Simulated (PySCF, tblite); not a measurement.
# ethanesulfonic acid (C2H6O3S): isotopologues and vibrational averages

How do isotopes change the rotational constants and shieldings of ethanesulfonic acid (C2H6O3S) (`CCS(=O)(=O)O`)?

Computed with tblite 0.8.0 (tight binding) and PySCF 2.14.0 (DFT, with response routines of our own); each step states its level. Atoms count from 0 throughout.

## 1. The starting structure

12 atoms, charge 0, multiplicity 1; geometry from: force field or distance geometry start.

Bonds of the start (Å): C0–C1 1.51, C0–H6 1.09, C0–H7 1.12, C0–H8 1.12, C1–H10 1.15, C1–H9 1.16, C1–S2 1.69, O5–H11 1.01, S2–O3 1.51, S2–O4 1.49, S2–O5 1.71.

## 2. GFN2-xTB relaxation, lowest of a short conformer search

What the job is given:

```
{"job": {"xc": "GFN2-xTB", "basis": "xTB", "kind": "relax"}, "charge": 0, "multiplicity": 1}
C      1.499200    -0.147000    -0.429600
C      0.405000    -0.008800     0.598000
S     -1.117600     0.524200     0.104300
O     -2.075100     0.452700     1.265800
O     -1.065500     1.931300    -0.375100
O     -1.883800    -0.442100    -1.075800
H      1.351100    -1.119700    -0.909700
H      1.403500     0.672900    -1.183000
H      2.514900    -0.144100     0.037600
H      0.831200     0.655600     1.443000
H      0.270000    -1.024700     1.125900
H     -2.128000    -1.353200    -0.705400
```

Command:

```bash
OMP_NUM_THREADS=1 python ens_run.py task.json out
```

One launch serves the whole session.

The log of the run:

```text
step      E/eV     max force
  0    -618.83473    7.837
  1    -619.64116    2.198
  2    -619.75396    1.131
  3    -619.82909    0.845
  4    -619.93109    0.998
  5    -619.96156    0.780
  6    -619.97930    0.511
  7    -619.98931    0.465
  8    -620.00439    0.528
  9    -620.01809    0.398
 10    -620.02597    0.248
 11    -620.03440    0.285
 12    -620.04209    0.298
 13    -620.05014    0.305
 14    -620.05780    0.241
 15    -620.06464    0.263
 16    -620.07150    0.306
 17    -620.07809    0.245
 18    -620.08420    0.191
 19    -620.08751    0.150
 20    -620.09019    0.157
 21    -620.09341    0.158
 22    -620.09662    0.165
 23    -620.09931    0.142
 24    -620.10159    0.136
 25    -620.10364    0.151
 26    -620.10509    0.093
 27    -620.10587    0.118
 28    -620.10641    0.081
 29    -620.10691    0.069
 30    -620.10760    0.056
 31    -620.10794    0.056
 32    -620.10829    0.055
 33    -620.10860    0.054
 34    -620.10901    0.059
 35    -620.10947    0.063
 36    -620.11002    0.070
 37    -620.11069    0.076
 38    -620.11158    0.091
 39    -620.11266    0.102
 40    -620.11369    0.081
 41    -620.11447    0.076
 42    -620.11505    0.065
 43    -620.11560    0.084
 44    -620.11611    0.080
 45    -620.11632    0.094
 46    -620.11674    0.038
 47    -620.11693    0.039
 48    -620.11716    0.030
 49    -620.11730    0.036
 50    -620.11749    0.042
 51    -620.11761    0.033
 52    -620.11769    0.021
 53    -620.11775    0.019
 54    -620.11782    0.027
 55    -620.11792    0.034
 56    -620.11802    0.027
 57    -620.11807    0.018
 58    -620.11809    0.016
 59    -620.11812    0.017
 60    -620.11816    0.023
 61    -620.11821    0.022
 62    -620.11824    0.014
 63    -620.11826    0.013
 64    -620.11828    0.017
 65    -620.11833    0.033
 66    -620.11842    0.047
 67    -620.11855    0.047
 68    -620.11870    0.031
 69    -620.11884    0.032
 70    -620.11897    0.032
 71    -620.11911    0.046
 72    -620.11923    0.036
 73    -620.11928    0.020
 74    -620.11931    0.015
 75    -620.11933    0.020
 76    -620.11936    0.018
 77    -620.11938    0.011
 78    -620.11939    0.006
 79    -620.11939    0.003
```

It took 0.38 s on 1 thread of Arm Neoverse V1, shared host.

Gain 1.285 eV; displacement 0.29 Å root mean square.

## 3. Tight optimisation and Hessian

What the job is given:

```
{"job": {"xc": "PBE0", "basis": "pcSseg-1", "grid": 2, "temperatures": [298.15, 300], "kind": "geom"}, "charge": 0, "multiplicity": 1}
C      1.427073    -0.092083    -0.429137
C      0.477688    -0.054738     0.741808
S     -1.116843     0.491884     0.109246
O     -2.114721     0.453382     1.136974
O     -0.955370     1.688930    -0.645936
O     -1.462740    -0.724536    -0.904271
H      1.090816    -0.826992    -1.155696
H      1.433065     0.883165    -0.908950
H      2.437847    -0.341629    -0.113248
H      0.766018     0.672224     1.494626
H      0.308586    -1.023084     1.199922
H     -2.286626    -1.129267    -0.629447
```

The log of the run:

```text
step   0  E = -19132.5764637 eV  max force = 1.48844
step   1  E = -19132.7065059 eV  max force = 0.43453
step   2  E = -19132.7087579 eV  max force = 0.34219
step   3  E = -19132.7081244 eV  max force = 0.69661
step   4  E = -19132.7043191 eV  max force = 0.69144
step   5  E = -19132.7137819 eV  max force = 0.31488
step   6  E = -19132.7145819 eV  max force = 0.18470
step   7  E = -19132.7156625 eV  max force = 0.06665
step   8  E = -19132.7159648 eV  max force = 0.04030
step   9  E = -19132.7161418 eV  max force = 0.06764
step  10  E = -19132.7163144 eV  max force = 0.07833
step  11  E = -19132.7164561 eV  max force = 0.03232
step  12  E = -19132.7165208 eV  max force = 0.02107
step  13  E = -19132.7165283 eV  max force = 0.01081
step  14  E = -19132.7165313 eV  max force = 0.00124
step  15  E = -19132.7165313 eV  max force = 0.00124
step  16  E = -19132.7165314 eV  max force = 0.00060
harmonic wavenumbers (cm-1): 93.2 173.0 214.9 221.3 314.7 363.6 432.3 466.6 522.7 697.3 776.2 818.4 996.4 1062.0 1087.6 1112.9 1170.2 1262.3 1312.4 1383.4 1409.1 1449.9 1483.0 1496.5 3068.1 3085.1 3144.0 3154.5 3168.6 3770.4
```

Wall time 17 min (1 thread of Arm Neoverse V1, shared host); peak memory 0.68 GiB.

## 4. Displacements along the modes, parent

What the job is given:

```
{"job": {"xc": "PBE0", "basis": "pcSseg-1", "grid": 2, "temperatures": [298.15, 300], "kind": "vib", "mass_numbers": [12, 12, 32, 16, 16, 16, 1, 1, 1, 1, 1, 1]}, "charge": 0, "multiplicity": 1}
C      1.476174    -0.093892    -0.440787
C      0.449605    -0.036947     0.670488
S     -1.164784     0.504151     0.120526
O     -2.111665     0.399801     1.226350
O     -1.015985     1.722623    -0.653012
O     -1.546315    -0.695619    -0.934446
H      1.190760    -0.821478    -1.206468
H      1.590871     0.884324    -0.916462
H      2.444283    -0.393071    -0.026430
H      0.713678     0.691407     1.446023
H      0.285157    -1.002943     1.158377
H     -2.306985    -1.161100    -0.548267
```

The log of the run:

```text
mode    cm-1    km/mol   phi_rrr   E(+)/cm-1  E(-)/cm-1
  1     93.19     0.94     -25.3      22.24      20.94
  2    173.03    52.36     126.2     116.06     107.65
  3    214.91    30.97     -48.2      53.64      57.39
  4    221.31     2.89     -37.2      48.95      50.48
  5    314.73     5.16      -1.5      57.43      56.89
  6    363.57    25.59       8.1      66.60      65.64
  7    432.34    15.15      22.3      78.67      77.14
  8    466.62    20.55      11.4      84.63      83.46
  9    522.67    42.05      10.8      94.51      93.75
 10    697.27    34.71     108.8     129.42     121.83
 11    776.22    32.70     -14.3     140.31     141.06
 12    818.42   216.99     106.0     151.49     143.65
 13    996.40     2.30     -89.5     176.41     182.83
 14   1061.96     5.49       0.9     191.31     191.87
 15   1087.63    18.14     -91.7     192.74     199.50
 16   1112.86    22.16     100.9     205.13     197.91
 17   1170.21   212.90    -170.4     204.78     216.85
 18   1262.34     6.77      -2.5     227.68     227.34
 19   1312.39    16.36      -1.6     236.76     236.75
 20   1383.37   226.30      24.4     250.13     248.27
 21   1409.08    20.37     -60.1     251.76     255.99
 22   1449.94     8.33     -84.8     258.13     264.31
 23   1482.96    12.36     -10.9     266.58     267.37
 24   1496.51    13.38      66.4     271.85     267.07
 25   3068.11     9.99   -1048.3     516.22     591.63
 26   3085.15     3.03   -1338.8     509.96     606.19
 27   3143.99     0.39     375.6     581.49     554.79
 28   3154.52     3.55     591.3     591.64     549.16
 29   3168.65     2.01    -263.3     563.06     581.94
 30   3770.41   161.09    2559.0     778.84     595.18
```

Run time: 18 min. Hardware: 1 thread of Arm Neoverse V1, shared host; peak memory 0.68 GiB.

## 5. Displacements along the modes, 2H at atom 8

The job, as its differences from that of step 4:

```diff
@@ -1,2 +1,2 @@
-{"job": {"xc": "PBE0", "basis": "pcSseg-1", "grid": 2, "temperatures": [298.15, 300], "kind": "vib", "mass_numbers": [12, 12, 32, 16, 16, 16, 1, 1, 1, 1, 1, 1]}, "charge": 0, "multiplicity": 1}
+{"job": {"xc": "PBE0", "basis": "pcSseg-1", "grid": 2, "temperatures": [298.15, 300], "kind": "vib", "mass_numbers": [12, 12, 32, 16, 16, 16, 1, 1, 2, 1, 1, 1]}, "charge": 0, "multiplicity": 1}
 C      1.476174    -0.093892    -0.440787
```

The log of the run:

```text
mode    cm-1    km/mol   phi_rrr   E(+)/cm-1  E(-)/cm-1
  1     92.93     0.97     -25.5      22.02      20.76
  2    171.34    45.65    -106.8      92.23      99.05
  3    191.43     7.49       9.6      49.33      49.34
  4    212.93    32.59      77.8      59.07      54.04
  5    310.86     5.48       0.7      56.00      56.72
  6    361.96    25.43      -7.9      65.38      66.31
  7    431.41    14.77     -21.8      76.99      78.49
  8    464.88    21.49     -10.4      83.17      84.29
  9    513.15    32.37     -12.3      91.99      92.88
 10    671.68    47.12      70.2     123.44     118.57
 11    763.76    48.96      40.0     139.55     136.92
 12    799.81   151.92      70.8     146.95     141.69
 13    887.85    43.77      17.4     160.48     159.29
 14   1043.07     4.80       0.9     187.79     188.45
 15   1076.70     7.41    -231.7     185.70     202.52
 16   1109.42    34.21     140.0     206.74     196.65
 17   1166.71   191.48     165.5     216.03     204.31
 18   1225.61     9.89      -1.0     220.62     221.10
 19   1270.66    32.58     -12.6     228.56     229.53
 20   1328.28    46.04       4.4     239.45     239.39
 21   1337.70     3.35      -7.3     240.97     241.44
 22   1391.63   209.57     -23.8     249.80     251.67
 23   1448.96     9.80     -85.5     257.93     264.17
 24   1477.66    10.60     -74.5     263.50     268.88
 25   2288.48     3.40    1215.9     458.60     371.25
 26   3084.68     1.36    1282.5     603.89     511.70
 27   3105.39     5.84   -1224.2     517.39     605.40
 28   3143.97     0.32     382.2     581.72     554.54
 29   3168.41     2.00      93.4     575.75     569.07
 30   3770.41   161.11   -2559.0     595.18     778.84
```

Wall time 17 min (1 thread of Arm Neoverse V1, shared host); peak memory 0.68 GiB.

## 6. Vibrational averages by isotopologue

What the job is given:

```
{"job": {"xc": "PBE0", "basis": "pcSseg-1", "grid": 2, "temperatures": [298.15, 300], "kind": "iso"}, "charge": 0, "multiplicity": 1}
C      1.476174    -0.093892    -0.440787
C      0.449605    -0.036947     0.670488
S     -1.164784     0.504151     0.120526
O     -2.111665     0.399801     1.226350
O     -1.015985     1.722623    -0.653012
O     -1.546315    -0.695619    -0.934446
H      1.190760    -0.821478    -1.206468
H      1.590871     0.884324    -0.916462
H      2.444283    -0.393071    -0.026430
H      0.713678     0.691407     1.446023
H      0.285157    -1.002943     1.158377
H     -2.306985    -1.161100    -0.548267
```

The log of the run:

```text
parent
  Be/MHz 4481.058 2407.634 2402.968
  B0/MHz 4462.545 2387.648 2377.078
  ZPE/cm-1 19855.4
  <sigma>(0 K)/ppm 171.243 125.474 147.179 67.818 71.977 104.515 29.212 29.113 29.555 27.889 27.856 26.379
2H at atom 8
  Be/MHz 4469.88 2289.659 2288.08
  B0/MHz 4451.64 2270.588 2264.701
  ZPE/cm-1 19155.9
  <sigma>(0 K)/ppm 171.489 125.533 147.205 67.840 71.901 104.669 29.226 29.129 29.678 27.895 27.862 26.386
```

It took 52 min on 1 thread of Arm Neoverse V1, shared host; peak memory 0.68 GiB. This counts the whole study up to here.

Rotational constants (MHz) at equilibrium and in the ground state:

```tsv
isotopologue	Be	B0	zero-point change (cm⁻¹)
parent	4481.1, 2407.6, 2403.0	4462.5, 2387.6, 2377.1	0.0
2H at atom 8	4469.9, 2289.7, 2288.1	4451.6, 2270.6, 2264.7	-699.5
```

Shieldings of the first species (ppm): at equilibrium, the vibrational parts at 0 K, and the averages:

```tsv
atom	equilibrium	anharmonic	harmonic	0 K	298.15 K	300 K
C0	175.56	0.59	-4.91	171.24	170.89	170.89
C1	129.98	-1.46	-3.05	125.47	125.32	125.32
S2	156.01	-4.39	-4.44	147.18	145.26	145.23
O3	80.71	-1.74	-11.15	67.82	64.77	64.74
O4	87.28	-9.95	-5.35	71.98	65.83	65.77
O5	121.02	7.35	-23.85	104.52	98.28	98.22
H6	29.89	0.14	-0.81	29.21	29.21	29.21
H7	29.82	0.12	-0.84	29.11	29.07	29.07
H8	30.24	0.10	-0.78	29.55	29.54	29.54
H9	28.54	-0.06	-0.59	27.89	27.89	27.89
H10	28.60	-0.15	-0.60	27.86	27.74	27.74
H11	26.99	0.80	-1.41	26.38	26.26	26.26
```

Isotope effects on the shieldings at 0 K (ppb; positive means more shielded):

```tsv
atom	2H at atom 8
C0	246
C1	59
S2	26
O3	22
O4	-75
O5	154
H6	14
H7	16
H8	124
H9	6
H10	6
H11	7
```

## 7. What came out

| quantity | value |
| --- | --- |
| point group | C1 |
| B0 of the first species | 4462.5, 2387.6, 2377.1 MHz |
| zero-point energy | 19855 cm⁻¹ |
| zero-point change of σ(O5) | -16.51 ppm |

Zero-point motion changes the shielding of O5 most, by -16.51 ppm. The largest secondary isotope effect is 246 ppb on C0, 1 bond from the change (2H at atom 8). The job flags a low mode; perturbation theory is less sure for low modes. Internal rotors are held in one well.
